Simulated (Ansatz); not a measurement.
Input for Ansatz (development build ahead of 0.2.0):

```yaml
crystal:
  periodic: [false, false, false]
  atoms:
    - { symbol: H, position_ang: [-0.00759, -0.00423, 1.47872] }
    - { symbol: C, position_ang: [-0.00404, -0.00466, 0.35981] }
    - { symbol: C, position_ang: [1.46268, 0.00048, -0.08991] }
    - { symbol: C, position_ang: [-0.71759, 1.25558, -0.09301] }
    - { symbol: C, position_ang: [-0.73031, -1.25797, -0.08508] }
    - { symbol: H, position_ang: [1.51283, -0.00951, -1.19592] }
    - { symbol: H, position_ang: [1.99387, 0.89468, 0.2765] }
    - { symbol: H, position_ang: [1.99744, -0.89188, 0.27655] }
    - { symbol: H, position_ang: [-0.76707, 1.31051, -1.19262] }
    - { symbol: H, position_ang: [-1.76882, 1.2718, 0.26478] }
    - { symbol: H, position_ang: [-0.22476, 2.16807, 0.25838] }
    - { symbol: H, position_ang: [-0.76295, -1.31905, -1.18999] }
    - { symbol: H, position_ang: [-0.2286, -2.17236, 0.27746] }
    - { symbol: H, position_ang: [-1.77282, -1.28714, 0.27323] }
basis:
  gaussian: { orbitals: def2-TZVP }
hamiltonian:
  xc: hf
```

The input is written out in the form of the current development build from the run's settings.

Results

```json
{"Converged": "yes", "Total energy": "-157.35416 hartree", "Spin squared of the determinant": "0.000"}
```
